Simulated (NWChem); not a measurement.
Correlation energy of CS

```
C
S 1 1.5389
```
Charge 0, spin multiplicity 1.

The numbers come from NWChem runs, not from measurements. All single points use one geometry, from B3LYP/def2-SVP, a minimum by its harmonic frequencies.

Basis set: 6-311G**. Each correlation energy counts from its own Hartree-Fock reference.

| method | correlation energy (mHa) | difference from CCSD(T) |
|---|---|---|
| MP2 | -250.2 | +31.9 |
| SCS-MP2 | -244.5 | +37.6 |
| CR-CCSD[T] | -280.3 | +1.7 |
| CR-CCSD(T) | -278.7 | +3.4 |
| CCSD | -266.5 | +15.6 |
| CCSD+T(CCSD) | -284.2 | -2.1 |
| CCSD(T) | -282.1 | 0.0 |

The values span 39.8 mHa, from CCSD+T(CCSD) (lowest) to SCS-MP2 (highest). 

The correlated methods keep 6 core orbitals frozen. The Pople sets run with spherical d functions. The structure started from a generated list of species. Coupled-cluster values serve here as a point of comparison, not as the truth.
